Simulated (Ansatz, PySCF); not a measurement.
Species: PH$_{2}$, net charge 0, doublet state. SMILES: [PH2]
Geometry: optimised at B3LYP-D3(BJ)/def2-TZVP (Ansatz, a program for electronic structure).

Wanted: atomisation energy (electronic, to ground-state atoms), in eV. Cores are frozen in the correlated levels unless marked. UHF or UKS for open shells. No spin-orbit coupling. No relativistic terms. The coupled-cluster limit lacks core correlation, which all-electron functionals hold. CBS marks a two-point X^-3 extrapolation of the correlation energy; Hartree-Fock from the larger set (for Q and 5 zeta extrapolated as (X+1)exp(-9√X)).

```csv
level,program,atomisation energy (eV),minus last row
HF/6-31G,Ansatz,3.42,-3.26
HF/cc-pV(D+d)Z,Ansatz,4.58,-2.10
HF/cc-pV(5+d)Z,Ansatz,4.73,-1.95
r2SCAN0/def2-TZVPD,Ansatz,6.68,0.00
PW6B95-D3(BJ)/def2-TZVPD,PySCF + dftd3,6.77,0.09
MP2/cc-pV(Q+d)Z,Ansatz,6.31,-0.37
RI-MP2/aug-cc-pV(T+d)Z,Ansatz,6.22,-0.46
SCS-MP2/6-31G,Ansatz,4.55,-2.13
"CCSD/CBS(def2-TZVPPD,def2-QZVPPD)",Ansatz,6.64,-0.04
"CCSD(T)/CBS(cc-pV(Q+d)Z,cc-pV(5+d)Z)",Ansatz,6.68,0.00
```
